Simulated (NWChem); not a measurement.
System: Li$_{2}$; SMILES [Li][Li]

The following NWChem deck was run.

```
start job
memory heap 200 mb stack 900 mb global 1100 mb
geometry units angstroms noautosym nocenter noautoz
  Li     0.000000     0.000000    -1.363455
  Li     0.000000     0.000000     1.363455
end
basis spherical
  * library def2-svpd
end
dft
  xc xwpbe 0.80 cpbe96 1.0 hfexch 1.00
  cam 0.2 cam_alpha 0.2 cam_beta 0.8
  iterations 150
end
tddft
  cis
  nroots 8
end
task tddft energy
```

Excerpt of the output:

```
             Northwest Computational Chemistry Package (NWChem) 7.3.0
             --------------------------------------------------------

                             Geometry "geometry" -> ""
                             -------------------------

 Output coordinates in angstroms (scale by  1.889725989 to convert to a.u.)

  No.       Tag          Charge          X              Y              Z
 ---- ---------------- ---------- -------------- -------------- --------------
    1 Li                   3.0000     0.00000000     0.00000000    -1.36345500
    2 Li                   3.0000     0.00000000     0.00000000     1.36345500

 Effective nuclear repulsion energy (a.u.)       1.7465172085

  pbe96 is a nonlocal functional; adding pw91lda local functional.

                                 NWChem DFT Module
                                 -----------------

 Summary of "ao basis" -> "ao basis" (spherical)
 ------------------------------------------------------------------------------
       Tag                 Description            Shells   Functions and Types
 ---------------- ------------------------------  ------  ---------------------
 Li                        def2-svpd                 6       12   3s3p

            General Information
            -------------------
          SCF calculation type: DFT
          Wavefunction type:  closed shell.
          No. of atoms     :     2
          No. of electrons :     6
           Alpha electrons :     3
            Beta electrons :     3
          Charge           :     0
          Spin multiplicity:     1
          Use of symmetry is: off; symmetry adaption is: off
          Maximum number of iterations: 150
          AO basis - number of functions:    24
                     number of shells:    12
          Convergence on energy requested:  1.00D-06
          Convergence on density requested:  1.00D-05
          Convergence on gradient requested:  5.00D-04

              XC Information
              --------------
                     Hartree-Fock (Exact) Exchange  1.000
                     LC-wPBE(h)Exchange Functional  0.800
            Perdew 1991 LDA Correlation Functional  1.000 local
           PerdewBurkeErnz. Correlation Functional  1.000 non-local

           Range-Separation Parameters
           ---------------------------
           Alpha           :  0.20
           Beta            :  0.80
           Gamma           :  0.20
           Short-Range HF  :     F

[...]

                                NWChem TDDFT Module
                                -------------------

            General Information
            -------------------
           No. of orbitals :      48
            Alpha orbitals :      24
             Beta orbitals :      24
        Alpha frozen cores :       0
         Beta frozen cores :       0
     Alpha frozen virtuals :       0
      Beta frozen virtuals :       0
         Spin multiplicity :       1
    Number of AO functions :      24
        Use of symmetry is : off
      Symmetry adaption is : off
         Schwarz screening :  0.10D-07

              XC Information
              --------------
              Hartree-Fock (Exact) Exchange   1.00
              LC-wPBE(h)Exchange Functional   0.80
     Perdew 1991 LDA Correlation Functional   1.00 local
    PerdewBurkeErnz. Correlation Functional   1.00 non-local
           Alpha           :  0.20
           Beta            :  0.80
           Gamma           :  0.20

             TDDFT Information
             -----------------
          Calculation type : Tamm-Dancoff TDDFT
         Wavefunction type : Restricted singlets & triplets
          No. of electrons :       6
           Alpha electrons :       3
            Beta electrons :       3
              No. of roots :       8
          Max subspacesize :    5600
            Max iterations :     100
               Target root :       1
           Target symmetry : none
      Symmetry restriction : off
                 Algorithm : Optimal
        Davidson threshold :  0.10D-03

    8 smallest eigenvalue differences (eV)
--------------------------------------------------------
  No. Spin  Occ  Vir  Irrep   E(Occ)    E(Vir)   E(Diff)
--------------------------------------------------------
    1    1    3    4 a        -0.191    -0.006     5.032
    2    1    3    5 a        -0.191     0.014     5.593
    3    1    3    6 a        -0.191     0.014     5.593
    4    1    3    7 a        -0.191     0.028     5.976
    5    1    3    8 a        -0.191     0.059     6.818
    6    1    3    9 a        -0.191     0.059     6.818
    7    1    3   10 a        -0.191     0.086     7.552
    8    1    3   11 a        -0.191     0.088     7.613
--------------------------------------------------------

  Entering Davidson iterations
  Restricted singlet excited states

  Iter   NTrls   NConv    DeltaV     DeltaE      Time
  ----  ------  ------  ---------  ---------  ---------
    1      8       0     0.26E-01   0.10+100        0.2
    2     16       0     0.11E-01   0.26E-02        0.2
    3     24       0     0.17E-02   0.12E-03        0.2
    4     32       8     0.67E-04   0.17E-05        0.2
  ----  ------  ------  ---------  ---------  ---------
  Convergence criterion met

  Ground state a         -14.952792009571 a.u.

  ----------------------------------------------------------------------------
  Root   1 singlet a              0.076048230 a.u.                2.0694 eV
  ----------------------------------------------------------------------------
     Transition Moments    X  0.00000   Y  0.00000   Z  3.45595
     Dipole Oscillator Strength                    0.6055259884
     Electric Quadrupole                           0.0000000000
     Magnetic Dipole                               0.0000000000
     Total Oscillator Strength                     0.6055259884

[...]
```

Level: LRC-wPBEh/def2-SVPD, TDA. Geometry: optimised at B3LYP/6-31G* (spherical d).
